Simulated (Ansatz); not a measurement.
## A geometry optimisation of H4SSi with PBE0-D4/def2-TZVP

The starting geometry of this gas-phase triplet was optimised with GFN2-xTB as a singlet.

```json
{"atom": "S", "x (Å)": "-1.3504", "y (Å)": "-1.8918", "z (Å)": "-1.1420"}
{"atom": "Si", "x (Å)": "-1.0980", "y (Å)": "-1.5606", "z (Å)": "-3.5594"}
{"atom": "H", "x (Å)": "0.3418", "y (Å)": "-1.2310", "z (Å)": "-3.4641"}
{"atom": "H", "x (Å)": "-1.6399", "y (Å)": "-0.1921", "z (Å)": "-3.4647"}
{"atom": "H", "x (Å)": "-0.7348", "y (Å)": "-3.0659", "z (Å)": "-1.1322"}
{"atom": "H", "x (Å)": "-0.8996", "y (Å)": "-1.6308", "z (Å)": "0.1131"}
```

Question: Predict what it relaxes into with PBE0-D4/def2-TZVP.

Answer: It falls apart into H2Si + H2S. Contacts that open: S1–Si2 (2.45 → 3.87 Å).

The energy falls by 0.71 eV over 51 steps:

```json
{"step": "1", "E − E(last) (eV)": "0.707"}
{"step": "7", "E − E(last) (eV)": "0.013"}
{"step": "12", "E − E(last) (eV)": "0.011"}
{"step": "18", "E − E(last) (eV)": "0.007"}
{"step": "23", "E − E(last) (eV)": "0.004"}
{"step": "29", "E − E(last) (eV)": "0.001"}
{"step": "34", "E − E(last) (eV)": "0.001"}
{"step": "40", "E − E(last) (eV)": "0.000"}
{"step": "45", "E − E(last) (eV)": "0.000"}
{"step": "51", "E − E(last) (eV)": "0.000"}
```

Final geometry (Å):

```yaml
atoms:
  - { symbol: S, position_ang: [-1.4731, -1.7714, -0.4228] }
  - { symbol: Si, position_ang: [-0.6145, -1.0591, -4.1250] }
  - { symbol: H, position_ang: [0.4790, -0.9483, -3.1250] }
  - { symbol: H, position_ang: [-2.0244, -0.9017, -3.6842] }
  - { symbol: H, position_ang: [-1.5803, -2.9221, -1.1040] }
  - { symbol: H, position_ang: [-0.1673, -1.9696, -0.1881] }
```

The end wasn't checked by frequencies. Open shells are spin-unrestricted. The triplet needn't be the ground state. Run with Ansatz 0.2.0, 110 s on 2 threads of Arm Neoverse V1, with other jobs on the host.
